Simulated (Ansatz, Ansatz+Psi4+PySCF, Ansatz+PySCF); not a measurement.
```xyz
8

C     1.0238   -0.5914    0.0011
C     0.0007    0.5793    0.0285
O    -1.2745   -0.0204   -0.0157
H     0.1594    1.1854    0.8772
H     0.1384    1.2232   -0.8745
H     2.0129   -0.1524   -0.0268
H     0.8938   -1.2038    0.8842
H     0.8618   -1.2119   -0.9028
```

Basis set: cc-pVTZ (spherical functions). Frozen core: 3 orbitals. Correlation on ROHF uses semicanonical orbitals with singles. Charge 0, multiplicity 2.

Computed with Ansatz (development build ahead of 0.2.0); each method stands on the lowest determinant of its kind that the runs found.

(1) Give the atomization energy at this shape (free ground-state atoms in the same class of orbitals less the molecule, no zero-point energy) of doublet C₂H₅O by ROHF-MP2, UHF, ROHF.

## Answers

(1)

| method | atomization energy |
| --- | --- |
| ROHF-MP2 | 681.63 kcal/mol |
| UHF | 515.45 kcal/mol |
| ROHF | 521.91 kcal/mol |
